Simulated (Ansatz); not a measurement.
A relaxed structure of Ag. Computed with PBE (plane waves to 420 eV, PAW, scalar-relativistic; Ansatz, a first-principles code).

```
CELL_PARAMETERS angstrom
      0.00000     2.07409     2.07409
      2.07409     0.00000     2.07409
      2.07409     2.07409     0.00000
ATOMIC_POSITIONS crystal
  Ag 0.50000 0.50000 0.50000
```

Task: Determine the symmetry and give the standard cell with its independent sites.

Result: Space group Fm-3m (No. 225); a = 4.1482 Å, b = 4.1482 Å, c = 4.1482 Å, α = 90.00°, β = 90.00°, γ = 90.00°

| atom | site | symmetry | x | y | z |
|---|---|---|---|---|---|
| Ag | 4b | m-3m | 0.5000 | 0.5000 | 0.5000 |

This is the fcc (Cu type).

Task: Give the shortest distances between elements (the closest pairs, up to four, under 3.6 Å).

Result: Ag–Ag 2.93 Å.

| Quantity | Value |
|---|---|
| Volume per atom | 17.84 Å³ |
| Band gap | no gap (metallic) |

No spin polarisation in the result.

Measured for Ag: a 4.062 Å (static lattice; corrected from measurement; as listed in Daniel Mejia-Rodriguez, S. B. Trickey, Phys. Rev. B (2018)). Computed minus measured — a: PBE +2.1 %. The computed values are for a static lattice.

It was reached from a disturbed copy of a I4₁/amd (No. 141) cell (AFLOW prototype A_tI4_141_a (A5, as in Sn)), against which it lies -0.24 eV/atom.
